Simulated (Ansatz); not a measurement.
in.yaml

```yaml
crystal:
  periodic: [false, false, false]
  atoms:
    - {symbol: Ge, position_ang: [0.000000, 0.000000, 0.000000]}
    - {symbol: O, position_ang: [0.000000, 0.000000, 2.241000]}
basis:
  gaussian: {orbitals: cc-pVDZ}
magnetization: {spin_polarized: true, initial_magnetization: 0}
correlation: {method: ccsdt, electrons: valence}
```

```sh
$ ansatz run in.yaml --threads 1 --pin off --events-out ev --progress --plain --max-ram 2393MiB
```

Log:

```
738 factors; integrals over basis functions are off by at most 1.6e-7 eV
mean field evaluation 1: about -58492.8959 eV, gradient 4.4e1 eV
mean field evaluation 2: about -58492.9056 eV, gradient 4.4e1 eV
mean field evaluation 4: about -58502.3393 eV, gradient 1.8e1 eV
mean field evaluation 8: about -58504.7464 eV, gradient 1.2e0 eV
mean field evaluation 16: about -58504.7961 eV, gradient 5.1e-7 eV
mean field evaluation 32: about -58507.4488 eV, gradient 5.3e-2 eV
mean field evaluation 64: about -58506.1415 eV, gradient 1.6e0 eV
mean field evaluation 96: about -58504.7961 eV, gradient 1.5e-2 eV
mean field evaluation 128: about -58507.0487 eV, gradient 5.4e-2 eV
mean field evaluation 160: about -58507.3252 eV, gradient 3.0e0 eV
...
cycle  35  -7.74888737 eV  change   -3.3e-5 eV  update   1.3e-5
cycle  36  -7.74888060 eV  change    6.8e-6 eV  update   1.0e-5
cycle  37  -7.74891360 eV  change   -3.3e-5 eV  update   8.7e-6
cycle  38  -7.74892293 eV  change   -9.3e-6 eV  update   6.3e-6
cycle  39  -7.74893149 eV  change   -8.6e-6 eV  update   4.1e-6
cycle  40  -7.74893103 eV  change    4.6e-7 eV  update   2.8e-6
cycle  41  -7.74893529 eV  change   -4.3e-6 eV  update   2.0e-6
cycle  42  -7.74893735 eV  change   -2.1e-6 eV  update   1.6e-6
cycle  43  -7.74893959 eV  change   -2.2e-6 eV  update   1.3e-6
cycle  44  -7.74894183 eV  change   -2.2e-6 eV  update   9.5e-7
Total energy: -58515.19798793 eV, -2150.3938630307 hartree
```

Ran on 1 thread of Intel Xeon 6975P-C, shared host: 47 s wall, 0.29 GiB peak host memory.
